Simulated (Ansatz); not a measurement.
## Worked example: correlation energy of CH2, triplet

Geometry: displaced at random from a stationary point.

| atom | x (Å) | y (Å) | z (Å) |
| --- | --- | --- | --- |
| C | -0.0033 | -0.0615 | 0.0047 |
| H | -0.0042 | 0.3368 | -1.0026 |
| H | 0.0438 | 0.3961 | 0.9471 |

Basis cc-pVDZ; Ansatz 0.2.0. Correlated methods freeze the noble-gas cores, which leaves 6 electrons in 23 orbitals. Prefix R: restricted or restricted open-shell reference; prefix U: unrestricted.

Full CI is exact within this basis and frozen core; it isn't the basis-set limit. The frozen core follows each run's orbitals, which can shift R against U totals by a few meV.

UCCSD has a T1 diagnostic of 0.009 and a largest doubles amplitude of 0.03.

Runs differ by some tens of microhartree through their thresholds and, for an open shell, their frozen cores, so the step to full CI, which has another core, is uncertain by up to 0.1 kcal/mol.

```tsv
level	total energy (hartree)
UHF	-38.926037
UMP2	-39.018470
UCCSD	-39.038429
UCCSD(T)	-39.040123
UCCSDT	-39.040488
UCCSDT(Q)	-39.040557
full CI	-39.040526
```

Problem. What is the correlation energy at full CI, and what share of it do UMP2 and UCCSD(T) recover?

Solution. E(corr) = -39.040526 − (-38.926037) = -0.114489 hartree = -3.115 eV. UMP2: -0.092433 / -0.114489 = 80.74 %. UCCSD(T): -0.114086 / -0.114489 = 99.65 %.

Problem. By how many kcal/mol does UCCSD(T) miss full CI (1 hartree = 627.509 kcal/mol), and which steps make up the rest?

Solution. -39.040123 − (-39.040526) = 0.000403 hartree = 0.25 kcal/mol. Steps: UCCSDT − UCCSD(T) = -0.23, UCCSDT(Q) − UCCSDT = -0.04, full CI − UCCSDT(Q) = 0.02 kcal/mol. That is within 1 kcal/mol of the reference in this basis, which itself misses far more of the correlation at the basis-set limit.
